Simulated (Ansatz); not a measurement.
# CH4AlMg: the cost of one run

Program: Ansatz 0.2.0, Gaussian basis. Level of theory: single points in def2-TZVPPD. These are calculated values, not measurements.

Correlated methods freeze the cores. The outer core shell of Li, Na, Mg and K is correlated.

### Step 1. The starting structure

7 atoms, charge -1, spin multiplicity 1.

Atoms are counted from 1 here; the program's logs count them from 0.

Bond lengths: C1–Al2 1.911 Å, C1–H4 1.097 Å, C1–H5 1.148 Å, Al2–Mg3 2.538 Å, Al2–H6 1.599 Å. Angles: Al2–C1–H4 118.3°, Al2–C1–H5 107.0°, H4–C1–H5 89.8°, C1–Al2–Mg3 141.0°, C1–Al2–H6 129.3°, Mg3–Al2–H6 87.1°.

Coordinates:

```xyz
7

C    -1.7430    0.1002   -0.6443
Al   -0.1735    0.5978    0.3266
Mg    2.3443    0.2782    0.3041
H    -1.7677   -0.8866   -1.1220
H    -1.6688    0.5952   -1.6777
H    -0.0243    1.0302    1.8586
H     3.1916   -1.8520    0.3940
```

### Step 2. PBE-D4/def2-TZVPPD

Input file run/in.yaml:

```yaml
crystal:
  periodic: [false, false, false]
  atoms:
    - {symbol: C, position_ang: [-1.742975, 0.100217, -0.644282]}
    - {symbol: Al, position_ang: [-0.173537, 0.597763, 0.326601]}
    - {symbol: Mg, position_ang: [2.344273, 0.278229, 0.304142]}
    - {symbol: H, position_ang: [-1.767653, -0.886631, -1.122030]}
    - {symbol: H, position_ang: [-1.668831, 0.595241, -1.677686]}
    - {symbol: H, position_ang: [-0.024297, 1.030241, 1.858623]}
    - {symbol: H, position_ang: [3.191578, -1.851974, 0.393966]}
basis:
  gaussian: {orbitals: "def2-TZVPPD.json"}
total_charge: -1
hamiltonian: {xc: pbe, dispersion: d4}
output: {forces: true}
```

The basis file named in the input lies beside it (Basis Set Exchange, JSON).

Started as:

```sh
$ ansatz run in.yaml --threads 2 --pin off --events-out ev --progress --plain --max-ram 3481MiB
```

Q: Estimate wall time and peak memory on 2 threads of Arm Neoverse V1, shared host.

About 4 s, with a peak of 0.21 GiB.
